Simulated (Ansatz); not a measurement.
HgS (P3₂21, No. 154), treated with PBE-D3(BJ) in Ansatz (PAW).

Run with plane-wave cutoff 520 eV, 12×12×4 k mesh (along the axes of the cell as run), Fermi–Dirac smearing 0.01 eV, scalar-relativistic PAW data made under PBE.

Shape and atoms are relaxed at each volume.

The direct gap at Γ against volume; x = 100 ln(V/23.767 Å³). One gap is withheld.

```
V (Å³/atom)      x  gap (eV)
-----------  -----  --------
22.817       -4.08         ?
23.292       -2.02     1.221
23.767        0.00     1.294
24.243        1.98     1.369
24.718        3.92     1.441
```

Question: Fit a straight line to the rows shown, give the volume deformation potential and predict the withheld gap.

Answer: Means of the 4 rows: x̄ = 0.970, ȳ = 1.3313 eV. Σ(x − x̄)(y − ȳ) = 0.7277 and Σ(x − x̄)² = 19.604, so the slope is 0.0371 eV per unit of x, and dE_g/d ln V = 3.7 eV. At x = -4.08: 1.3313 + (0.0371) × (-4.08 − (0.970)) = 1.144 eV. The run gives 1.149 eV, 0.005 eV above the line.

Spin–orbit coupling is not included.

Note: the bulk modulus comes from volumes at which shape and atoms were relaxed.

Ansatz is an electronic-structure program.
